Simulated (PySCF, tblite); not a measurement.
# Cl2: metal-cation adducts, part 2 of 2

tblite 0.8.0 and PySCF 2.14.0. Atoms count from 0.

### 17 Single point (LiCl2+): PBE0-D3(BJ)/def2-TZVP

Geometry: PBE0-D3(BJ)/def2-SVP.

The job: settings as JSON, then the geometry in Å.

```
{"job": {"kind": "sp", "xc": "PBE0", "basis": "def2-TZVP", "d3": "d3bj", "grid": 2}, "charge": 1, "multiplicity": 1}
Cl     1.240374    -1.020577     0.653734
Cl    -0.049619     0.192484    -0.377406
Li     2.256473     1.056831    -0.289011
```

Standard output:

```text
coarse grid: 4328 points
cycle   1  E = -927.3634390312  dE =  4.041e-01  |g| = 2.008e-01  |ddm| = 1.418e+00
cycle   2  E = -927.3672962752  dE = -3.857e-03  |g| = 1.471e-01  |ddm| = 2.502e-01
cycle   3  E = -927.3717967423  dE = -4.500e-03  |g| = 2.928e-02  |ddm| = 1.170e-01
cycle   4  E = -927.3719839152  dE = -1.872e-04  |g| = 5.195e-03  |ddm| = 1.861e-02
cycle   5  E = -927.3719882914  dE = -4.376e-06  |g| = 1.126e-03  |ddm| = 3.908e-03
final grid: 34344 points
cycle   6  E = -927.3758966784  dE = -5.242e-05  |g| = 4.504e-03  |ddm| = 1.422e-02
cycle   7  E = -927.3758965867  dE =  9.165e-08  |g| = 4.061e-03  |ddm| = 5.074e-03
cycle   8  E = -927.3759002941  dE = -3.707e-06  |g| = 9.850e-04  |ddm| = 3.337e-03
cycle   9  E = -927.3759005233  dE = -2.293e-07  |g| = 3.089e-04  |ddm| = 9.591e-04
cycle  10  E = -927.3759005485  dE = -2.517e-08  |g| = 6.208e-05  |ddm| = 2.630e-04
cycle  11  E = -927.3759005496  dE = -1.140e-09  |g| = 1.432e-05  |ddm| = 8.107e-05
converged SCF energy = -927.3759005496
```

Run time: 0.87 s. Hardware: 1 thread of Arm Neoverse V1, shared host.

### 18 Single point (Li+): PBE0-D3(BJ)/def2-TZVP

Geometry: atom.

The job: settings as JSON, then the geometry in Å.

```
{"job": {"kind": "sp", "xc": "PBE0", "basis": "def2-TZVP", "d3": "d3bj", "grid": 2}, "charge": 1, "multiplicity": 1}
Li     0.000000     0.000000     0.000000
```

Standard output:

```text
coarse grid: 1080 points
cycle   1  E = -7.2619347283  dE =  1.813e-01  |g| = 2.682e-02  |ddm| = 6.530e-01
cycle   2  E = -7.2620187099  dE = -8.398e-05  |g| = 4.419e-03  |ddm| = 1.178e-02
cycle   3  E = -7.2620201147  dE = -1.405e-06  |g| = 9.522e-05  |ddm| = 1.376e-03
final grid: 10848 points
cycle   4  E = -7.2623986702  dE = -3.257e-08  |g| = 8.416e-05  |ddm| = 1.620e-04
cycle   5  E = -7.2623986708  dE = -5.905e-10  |g| = 1.264e-05  |ddm| = 3.258e-05
converged SCF energy = -7.2623986708
```

It took 0.05 s on 1 thread of Arm Neoverse V1, shared host.

### 19 Relaxing the molecule with GFN2-xTB

This step treats MgCl2 (+2), `ClCl.[Mg+2]`.

The job: settings as JSON, then the geometry in Å.

```
{"job": {"kind": "relax", "xc": "GFN2-xTB", "basis": "xTB"}, "charge": 2, "multiplicity": 1}
Cl     1.031800    -0.012800    -0.010000
Cl    -1.020800     0.017800    -0.046600
Mg     3.571700     0.236500     0.046300
```

Standard output:

```text
step      E/eV     max force
  0    -229.01412    1.032
  1    -229.03892    0.957
  2    -229.16665    1.925
  3    -229.23248    1.739
  4    -229.44587    0.857
  5    -229.47619    0.816
  6    -229.49859    0.507
  7    -229.50513    0.500
  8    -229.61906    0.228
  9    -229.63510    0.260
 10    -229.64217    0.140
 11    -229.64281    0.080
 12    -229.64322    0.031
 13    -229.64329    0.007
```

It took 0.1 s on 1 thread of Arm Neoverse V1, shared host.

Along the way:

| step | energy from step 0 (eV) | largest force (eV/Å) |
| --- | --- | --- |
| 0 | 0.0000 | 1.0315 |
| 1 | -0.0248 | 0.9566 |
| 2 | -0.1525 | 1.9251 |
| 3 | -0.2184 | 1.7394 |
| 4 | -0.4318 | 0.8569 |
| 5 | -0.4621 | 0.8156 |
| 6 | -0.4845 | 0.5075 |
| 7 | -0.4910 | 0.4995 |
| 8 | -0.6049 | 0.2282 |
| 9 | -0.6210 | 0.2602 |
| 10 | -0.6281 | 0.1402 |
| 11 | -0.6287 | 0.0797 |
| 12 | -0.6291 | 0.0312 |
| 13 | -0.6292 | 0.0071 |

Close pairs (by a distance rule), those that changed most:

| bond | before (Å) | after (Å) | change (Å) |
| --- | --- | --- | --- |
| Cl0–Mg2 | 2.553 | 2.400 | -0.152 |
| Cl0–Cl1 | 2.053 | 1.991 | -0.062 |

The end geometry stands in the next job.

### 20 Harmonic vibrations with GFN2-xTB

The job: settings as JSON, then the geometry in Å.

```
{"job": {"kind": "ir", "xc": "GFN2-xTB", "basis": "xTB"}, "charge": 2, "multiplicity": 1}
Cl     1.050645    -0.638645    -0.033616
Cl    -0.644094     0.406643    -0.024781
Mg     3.176088     0.473568     0.048121
```

Standard output:

```text
mode    cm-1     km/mol
  1     112.7      3.94
  2     218.0     12.47
  3     445.6      3.30
ZPE 4.643  H(298)-E 18.527  G(298)-E -69.937 kJ/mol  S 296.71 J/(mol K)
```

Run time: 0.09 s. Hardware: 1 thread of Arm Neoverse V1, shared host.

Which atoms move in the most intense modes:

| cm⁻¹ | km/mol | atoms |
| --- | --- | --- |
| 113 | 3.9 | Mg2 42 %, Cl1 32 %, Cl0 26 % |
| 218 | 12.5 | Mg2 55 %, Cl0 43 % |
| 446 | 3.3 | Cl1 50 %, Cl0 50 % |

### 21 Optimising the geometry at PBE0-D3(BJ)/def2-SVP

This step treats MgCl2 (+2), `ClCl.[Mg+2]`.

The job: settings as JSON, then the geometry in Å.

```
{"job": {"xc": "PBE0", "basis": "def2-SVP", "d3": "d3bj", "grid": 1, "kind": "geom"}, "charge": 2, "multiplicity": 1}
Cl     1.050645    -0.638645    -0.033616
Cl    -0.644094     0.406643    -0.024781
Mg     3.176088     0.473568     0.048121
```

Standard output:

```text
step   0  E = -1118.90050985  max force = 0.019402
step   1  E = -1118.90378626  max force = 0.002419
step   2  E = -1118.90478832  max force = 0.003959
step   3  E = -1118.90515996  max force = 0.002801
step   4  E = -1118.90964535  max force = 0.008663
step   5  E = -1118.91057035  max force = 0.008069
step   6  E = -1118.91084505  max force = 0.003841
step   7  E = -1118.91099363  max force = 0.001168
step   8  E = -1118.91101864  max force = 0.001038
step   9  E = -1118.91103765  max force = 0.000409
step  10  E = -1118.91105004  max force = 0.000605
step  11  E = -1118.91108325  max force = 0.002249
step  12  E = -1118.91102915  max force = 0.003828
step  13  E = -1118.91107753  max force = 0.002998
step  14  E = -1118.91109690  max force = 0.002572
step  15  E = -1118.91111826  max force = 0.002050
step  16  E = -1118.91113785  max force = 0.001382
step  17  E = -1118.91115061  max force = 0.000726
step  18  E = -1118.91115336  max force = 0.000303
optimisation converged
```

Run time: 13 s. Hardware: 1 thread of Arm Neoverse V1, shared host.

Along the way: (the energy doesn't fall at every step)

| step | energy from step 0 (eV) | largest force component (eV/Å) |
| --- | --- | --- |
| 0 | 0.0000 | 0.9977 |
| 1 | -0.0892 | 0.1244 |
| 2 | -0.1164 | 0.2036 |
| 3 | -0.1265 | 0.1440 |
| 4 | -0.2486 | 0.4455 |
| 5 | -0.2738 | 0.4149 |
| 6 | -0.2812 | 0.1975 |
| 7 | -0.2853 | 0.0601 |
| 8 | -0.2860 | 0.0534 |
| 9 | -0.2865 | 0.0210 |
| 10 | -0.2868 | 0.0311 |
| 11 | -0.2877 | 0.1156 |
| 12 | -0.2862 | 0.1968 |
| 13 | -0.2876 | 0.1542 |
| 14 | -0.2881 | 0.1323 |
| 15 | -0.2887 | 0.1054 |
| 16 | -0.2892 | 0.0711 |
| 17 | -0.2895 | 0.0373 |
| 18 | -0.2896 | 0.0156 |

Distances of close pairs at the start and the end, largest changes first:

| bond | before (Å) | after (Å) | change (Å) |
| --- | --- | --- | --- |
| Cl1–Mg2 | 3.821 | 2.518 | -1.303 |
| Cl0–Mg2 | 2.400 | 2.515 | +0.115 |
| Cl0–Cl1 | 1.991 | 2.097 | +0.105 |

The final coordinates are the input of the step that follows.

| at the end point | value |
| --- | --- |
| point group (found at 0.08 Å tolerance) | C2v |
| rotational constants (GHz, main isotopes) | 6.575, 5.406, 2.967 |

### 22 Harmonic vibrations (MgCl₂ (+2)): PBE0-D3(BJ)/def2-SVP

The job: settings as JSON, then the geometry in Å.

```
{"job": {"xc": "PBE0", "basis": "def2-SVP", "d3": "d3bj", "grid": 2, "kind": "hessian"}, "charge": 2, "multiplicity": 1}
Cl     1.102413    -1.199773    -0.212915
Cl    -0.005054     0.569450    -0.014272
Mg     2.486738     0.857633     0.207380
```

Standard output:

```text
coarse grid: 4872 points
cycle   1  E = -1118.7727739009  dE =  1.042e+00  |g| = 3.147e-01  |ddm| = 2.348e+00
cycle   2  E = -1118.7938620309  dE = -2.109e-02  |g| = 2.092e-01  |ddm| = 6.829e-01
cycle   3  E = -1118.8054802141  dE = -1.162e-02  |g| = 1.978e-02  |ddm| = 1.981e-01
cycle   4  E = -1118.8055712586  dE = -9.104e-05  |g| = 6.115e-03  |ddm| = 2.201e-02
cycle   5  E = -1118.8055811859  dE = -9.927e-06  |g| = 1.402e-03  |ddm| = 6.902e-03
final grid: 35024 points
cycle   6  E = -1118.9110090458  dE = -4.836e-06  |g| = 1.851e-03  |ddm| = 6.943e-03
cycle   7  E = -1118.9110084705  dE =  5.753e-07  |g| = 2.254e-03  |ddm| = 4.891e-03
cycle   8  E = -1118.9110099371  dE = -1.467e-06  |g| = 5.377e-04  |ddm| = 3.158e-03
cycle   9  E = -1118.9110100233  dE = -8.618e-08  |g| = 1.452e-05  |ddm| = 6.575e-04
cycle  10  E = -1118.9110100234  dE = -8.322e-11  |g| = 6.762e-06  |ddm| = 3.410e-05
converged SCF energy = -1118.9110100234

mode    cm-1
  1     171.1
  2     307.5
  3     479.7
ZPE 5.732  H(298)-E 18.950  G(298)-E -66.139 kJ/mol  S 285.39 J/(mol K)
```

Wall time 8.2 s (1 thread of Arm Neoverse V1, shared host); peak memory 0.68 GiB.

Zero-point energy 5.73 kJ/mol (xTB gave 4.64).

### 23 Single point (MgCl2 (+2)): PBE0-D3(BJ)/def2-TZVP

Geometry: PBE0-D3(BJ)/def2-SVP.

The job: settings as JSON, then the geometry in Å.

```
{"job": {"kind": "sp", "xc": "PBE0", "basis": "def2-TZVP", "d3": "d3bj", "grid": 2}, "charge": 2, "multiplicity": 1}
Cl     1.102413    -1.199773    -0.212915
Cl    -0.005054     0.569450    -0.014272
Mg     2.486738     0.857633     0.207380
```

Standard output:

```text
coarse grid: 4872 points
cycle   1  E = -1119.2720890449  dE =  1.057e+00  |g| = 3.570e-01  |ddm| = 2.017e+00
cycle   2  E = -1119.2905282780  dE = -1.844e-02  |g| = 2.887e-01  |ddm| = 5.860e-01
cycle   3  E = -1119.3088614322  dE = -1.833e-02  |g| = 3.924e-02  |ddm| = 1.982e-01
cycle   4  E = -1119.3091055890  dE = -2.442e-04  |g| = 1.135e-02  |ddm| = 2.824e-02
cycle   5  E = -1119.3091281959  dE = -2.261e-05  |g| = 2.565e-03  |ddm| = 7.946e-03
cycle   6  E = -1119.3091294250  dE = -1.229e-06  |g| = 1.219e-03  |ddm| = 2.492e-03
final grid: 35024 points
cycle   7  E = -1119.3114546492  dE = -1.116e-05  |g| = 4.206e-03  |ddm| = 9.123e-03
cycle   8  E = -1119.3114541156  dE =  5.335e-07  |g| = 3.853e-03  |ddm| = 6.116e-03
cycle   9  E = -1119.3114569606  dE = -2.845e-06  |g| = 1.194e-03  |ddm| = 3.740e-03
cycle  10  E = -1119.3114573365  dE = -3.759e-07  |g| = 1.515e-04  |ddm| = 1.039e-03
cycle  11  E = -1119.3114573427  dE = -6.276e-09  |g| = 3.006e-05  |ddm| = 1.370e-04
converged SCF energy = -1119.3114573427
```

Run time: 1.1 s. Hardware: 1 thread of Arm Neoverse V1, shared host.

### 24 Single point (Mg (+2)): PBE0-D3(BJ)/def2-TZVP

Geometry: atom.

The job: settings as JSON, then the geometry in Å.

```
{"job": {"kind": "sp", "xc": "PBE0", "basis": "def2-TZVP", "d3": "d3bj", "grid": 2}, "charge": 2, "multiplicity": 1}
Mg     0.000000     0.000000     0.000000
```

Standard output:

```text
coarse grid: 1624 points
cycle   1  E = -199.1196480145  dE =  8.343e-01  |g| = 1.635e-01  |ddm| = 1.628e+00
cycle   2  E = -199.1220402086  dE = -2.392e-03  |g| = 9.245e-02  |ddm| = 8.849e-02
cycle   3  E = -199.1227697559  dE = -7.295e-04  |g| = 2.001e-03  |ddm| = 3.435e-02
cycle   4  E = -199.1227700900  dE = -3.341e-07  |g| = 1.232e-05  |ddm| = 1.045e-03
final grid: 11536 points
cycle   5  E = -199.1241347514  dE = -6.017e-07  |g| = 1.434e-03  |ddm| = 1.627e-03
cycle   6  E = -199.1241348786  dE = -1.272e-07  |g| = 7.626e-04  |ddm| = 8.187e-04
cycle   7  E = -199.1241349288  dE = -5.025e-08  |g| = 2.483e-07  |ddm| = 2.856e-04
cycle   8  E = -199.1241349288  dE =  0.000e+00  |g| = 9.536e-09  |ddm| = 1.239e-07
converged SCF energy = -199.1241349288
```

Wall time 0.1 s (1 thread of Arm Neoverse V1, shared host).

### 25 Metal-cation adducts: PBE0-D3(BJ)/def2-TZVP

This step combines the energies above: geometries from PBE0-D3(BJ)/def2-SVP, zero-point and thermal terms from PBE0-D3(BJ)/def2-SVP.

The job: settings as JSON, then the geometry in Å.

```
{"job": {"kind": "mc", "partners": ["Ag+", "Li+", "Mg2+"], "geom": {"xc": "PBE0", "basis": "def2-SVP", "d3": "d3bj", "grid": 1}, "hess": 1, "level": {"xc": "PBE0", "basis": "def2-TZVP", "d3": "d3bj"}}, "charge": 0, "multiplicity": 1}
Cl     1.015512    -0.006634    -0.004708
Cl    -1.010047     0.009175    -0.023595
```

Output (the driver's rows laid out field by field):

```text
metal-cation adducts, PBE0-D3(BJ)/def2-TZVP // PBE0-D3(BJ)/def2-SVP

row 1
  formula                 AgCl2
  charge                  1
  multiplicity            1
  smiles                  ClCl.[Ag+]
  kept                    yes
  pieces                  1
  point_group             Cs
  partner                 Ag+
  start_atom              0
  bound_to                0 Cl 2.567
  nearest                 0 Cl 2.567
  parent_bonds_kept       yes
  electronic              79.95
  enthalpy                79.86
  free_energy             57.37

row 2
  formula                 Cl2Li
  charge                  1
  multiplicity            1
  smiles                  ClCl.[Li+]
  kept                    yes
  pieces                  1
  point_group             C2v
  partner                 Li+
  start_atom              0
  bound_to                0 Cl 2.497; 1 Cl 2.464
  nearest                 1 Cl 2.464
  parent_bonds_kept       yes
  electronic              62.68
  enthalpy                62.27
  free_energy             39.07
  partner_charge          0.905

row 3
  formula                 Cl2Mg
  charge                  2
  multiplicity            1
  smiles                  ClCl.[Mg+2]
  kept                    yes
  pieces                  1
  point_group             C2v
  partner                 Mg2+
  start_atom              0
  bound_to                0 Cl 2.515; 1 Cl 2.518
  nearest                 0 Cl 2.515
  parent_bonds_kept       yes
  electronic              256.5
  enthalpy                256.12
  free_energy             230.37
  partner_charge          1.815
```

Run time: 76 s. Hardware: 1 thread of Arm Neoverse V1, shared host.

Energy given off on binding (kJ/mol, gas phase, 298 K for the thermal columns):

| partner | nearest atom | electronic | enthalpy | free energy |
| --- | --- | --- | --- | --- |
| Ag+ | Cl0, 2.57 Å | 80.0 | 79.9 | 57.4 |
| Li+ | Cl1, 2.46 Å | 62.7 | 62.3 | 39.1 |
| Mg2+ | Cl0, 2.52 Å | 256.5 | 256.1 | 230.4 |

### 26 Results

The summary covers parts 1 to 2.

```
                                            quantity                                          value
                                        highest mode  510 cm⁻¹, infrared intensity under 0.5 km/mol
                        zero-point energy (GFN2-xTB)                                   0.7 kcal/mol
                                         point group                                          Dinfh
                rotational constants (main isotopes)                                 7.04, 7.04 GHz
 binding enthalpy (−ΔH), Ag+ (PBE0-D3(BJ)/def2-TZVP)                                    79.9 kJ/mol
 binding enthalpy (−ΔH), Li+ (PBE0-D3(BJ)/def2-TZVP)                                    62.3 kJ/mol
binding enthalpy (−ΔH), Mg2+ (PBE0-D3(BJ)/def2-TZVP)                                   256.1 kJ/mol
```

In words: The one mode is real. GFN2-xTB is a fitted tight-binding method: band positions and strengths are rough. Its intensities can rank the bands wrongly. With PBE0/def2-SVP, its start was all but relaxed already: 2 steps gained 0.7 meV. Steps that list no spin-orbit terms leave them out, which matters at and beside the heavy atoms. At PBE0-D3(BJ)/def2-TZVP the binding enthalpy (−ΔH) runs from 62.3 kJ/mol (Li+) to 256.1 kJ/mol (Mg2+).
